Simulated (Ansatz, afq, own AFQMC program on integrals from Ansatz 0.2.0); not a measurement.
## C, triplet → C⁺, doublet, worked out

A free C atom.

Both states at this geometry.

Basis cc-pVTZ. Noble-gas cores (and the filled d shells of Ga–Kr and In–Xe) are frozen. Ansatz 0.2.0 and our own AFQMC program on the same integrals; the CISD trial comes from CCSD amplitudes, and released means the phaseless constraint is let go. Error bars are statistical, one sigma.

Total energies in eV. CBS is CCSD(T) at the limit of def2-TZVPP/QZVPP (extrapolated itself); the highest rung of each member is named.

Cautions: C (triplet): the released energies are still falling, so no released level is given (meV from the phaseless value at times in 1/Eh: 0 ± 3 at 0.24, -5 ± 3 at 0.50, -6 ± 3 at 1.00, -13 ± 3 at 1.50), though the last usable value meets full CI within the noise; C⁺ (doublet): the ph-AFQMC/HF walk drifts between its halves (2.4 errors).

| member | count | CCSD(T)/cc-pVTZ | highest rung in cc-pVTZ | which | CCSD(T)/CBS |
| --- | --- | --- | --- | --- | --- |
| C⁺, doublet | +1 | -1016.9008 | -1016.9091 | FCI | -1017.0860 |
| C, triplet | -1 | -1028.0669 | -1028.0806 | FCI | -1028.3149 |

Problem. Work out the best estimate of the vertical ionization energy: the CCSD(T)/CBS difference plus the step from CCSD(T) to the highest rung.

Solution. Sums with the counts: CCSD(T)/CBS 11.2289 eV, highest rung 11.1715 eV, CCSD(T)/cc-pVTZ 11.1661 eV. The step is 11.1715 − 11.1661 = 0.0054 eV, so the best estimate is 11.2289 + (0.0054) = 11.2343 eV = 259.1 kcal/mol. The basis set is worth 0.063 eV of it. Zero-point, core-correlation and spin–orbit terms aren't in it.

Best estimates are given only where the step beyond CCSD(T) is under 0.3 eV and no member's determinant is very poor (T1 over 0.05, or 0.07 for open shells, ⟨S²⟩ too high by 0.3, two states mixed), so the hardest cases are missing from such tables.

Each member of a difference takes its own highest rung, so a best estimate needn't equal the limit plus the step of one row.
